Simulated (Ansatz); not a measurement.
# CH3BO: up Jacob's ladder to CCSD(T)

One table from this session's results is given with a row withheld; the runs are named, their logs left out.

Computed with Ansatz 0.2.0, Gaussian basis. Level: functionals in def2-TZVPP, the program's frozen cores in correlated methods.

Plan: LDA (SPW92), PBE-D4, revPBE-D4, BLYP-D4, r2SCAN-D4, B97M-V, PBE0-D4, B3LYP-D4, r2SCANh-D4, r2SCAN0-D4, HSE06-D4, BHLYP-D4, CAM-B3LYP-D4, LC-ωPBE, ωB97X-V, ωB97M-V, B2PLYP, PBE-QIDH; CCSD(T)/def2-SVP; CCSD(T)/def2-TZVPP; MP2/def2-QZVPP; extrapolation to the limit; RPA on PBE.

1 further run of the same task is left out (it didn't finish).

## Structure used throughout

The geometry comes from an earlier relaxation with PBE0-D4 in a triple-zeta def2 set; it is a stationary point.

SMILES `BC=O`, 6 atoms, charge 0, spin multiplicity 1.

Atoms are counted from 1 here; the program's logs count them from 0.

Bond lengths: B1–C2 1.538 Å, B1–H4 1.192 Å, B1–H5 1.192 Å, C2–O3 1.221 Å, C2–H6 1.103 Å. Angles: C2–B1–H4 118.5°, C2–B1–H5 118.5°, H4–B1–H5 122.4°, B1–C2–O3 96.8°, B1–C2–H6 141.2°, O3–C2–H6 122.0°.

Coordinates:

```xyz
6
CH3BO
B    -0.46283    0.04582   -0.59654
C     0.39550   -0.27514    0.63831
O     1.04381    0.75992    0.63726
H    -0.02744   -0.21556   -1.67503
H    -1.45929    0.68263   -0.44636
H     0.55223   -1.06178    1.39616
```

Set-up of the first run:

in.yaml reads:

```yaml
crystal:
  periodic: [false, false, false]
  atoms:
    - {symbol: B, position_ang: [-0.462827, 0.045822, -0.596545]}
    - {symbol: C, position_ang: [0.395503, -0.275138, 0.638310]}
    - {symbol: O, position_ang: [1.043814, 0.759915, 0.637263]}
    - {symbol: H, position_ang: [-0.027435, -0.215556, -1.675031]}
    - {symbol: H, position_ang: [-1.459290, 0.682633, -0.446357]}
    - {symbol: H, position_ang: [0.552234, -1.061776, 1.396161]}
basis:
  gaussian: {orbitals: def2-TZVPP}
hamiltonian: {xc: lda}
output: {orbitals: {seedname: orbitals}}
```

The run is started by

```
ansatz run in.yaml --threads 2 --pin off --events-out ev --progress --plain --max-ram 4352MiB
```

Among the steps run: LDA; PBE-D4 (GGA); revPBE-D4 (GGA); BLYP-D4 (GGA); r2SCAN-D4 (meta-GGA); B97M-V (meta-GGA); PBE0-D4 (hybrid); B3LYP-D4 (hybrid); r2SCANh-D4 (hybrid); r2SCAN0-D4 (hybrid); HSE06-D4 (hybrid); BHLYP-D4 (hybrid); CAM-B3LYP-D4 (range-separated); LC-ωPBE (range-separated); ωB97X-V (range-separated); ωB97M-V (range-separated); B2PLYP (double hybrid); PBE-QIDH (double hybrid).

One table of the session follows, with a row left open; its other results are not shown here.

It belongs to the step «Frontier levels by functional». 

```
  functional  HOMO (eV)  gap (eV)
 LDA (SPW92)      -6.56      3.59
      PBE-D4      -6.42      3.70
   revPBE-D4      -6.36      3.73
     BLYP-D4      -6.33      3.74
   r2SCAN-D4          ?         ?
      B97M-V      -6.74      4.37
     PBE0-D4      -7.80      6.31
    B3LYP-D4      -7.59      5.82
  r2SCANh-D4      -7.15      5.16
  r2SCAN0-D4      -7.96      6.63
    HSE06-D4      -7.39      5.51
    BHLYP-D4      -9.19      8.93
CAM-B3LYP-D4      -9.23      9.01
     LC-ωPBE     -10.54     11.59
     ωB97X-V     -10.20     11.16
     ωB97M-V     -10.14     10.79
```

**Question.** Estimate the row for r2SCAN-D4.

Worked estimate for «HOMO (eV)». Against the share of exact exchange, r2SCANh-D4 (0.1, -7.15), r2SCAN0-D4 (0.25, -7.96) give a slope of -5.40 per unit share; at 0 the line stands at -6.61.

The run gave: HOMO (eV): -6.62; gap (eV): 4.18. In «HOMO (eV)» the line misses by +0.01.
